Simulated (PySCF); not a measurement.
CH3S, SMILES C[S] (connectivity only; charge and spin as stated), charge -1, multiplicity 1.

Coordinates come from a PBE0-D3(BJ)/def2-TZVPD optimisation. The spin state was assumed, not searched. The isomer is the one that the SMILES or the coordinates give; other isomers of the formula were not compared.

Calculation: HF/def2-TZVPD in PySCF.

Isolated molecule, no solvent.

Computed frontier levels, gap, dipole moment and polarisability:
| Item | Result |
|---|---|
| highest occupied level | -2.24 eV |
| lowest empty level | 5.37 eV |
| orbital gap | 7.62 eV |
| dipole moment about the centre of nuclear charge | 3.49 D |
| mean static polarisability | 54.7 bohr³ (8.11 Å³) |
| polarisability, principal values | 52.3, 52.3, 59.5 bohr³ |
